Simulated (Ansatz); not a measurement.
System: trigonal Se. Method: PBE-D4 (PAW; Ansatz, a quantum-chemistry and plane-wave program).

Settings: plane-wave cutoff 520 eV, 12×12×8 k mesh (along the axes of the cell as run), Fermi–Dirac smearing 0.01 eV, scalar-relativistic PAW data made under PBE.

Properties against volume:

Shape and atoms are relaxed at each volume.

```csv
V (Å³/atom),P (GPa),direct gap at Γ (eV),smallest gap on the k mesh (eV),c (Å)
23.420,1.13,2.044,0.375,5.143
23.908,0.53,2.016,0.446,5.137
24.396,-0.01,1.999,0.505,5.132
24.884,-0.41,1.990,0.548,5.126
25.372,-0.78,1.993,0.596,5.119
```

The fundamental gap (0.46 eV at the equilibrium volume, with added k points) lies elsewhere than Γ–Γ.

Note: the bulk modulus comes from volumes at which shape and atoms were relaxed.

Spin–orbit coupling is not included.
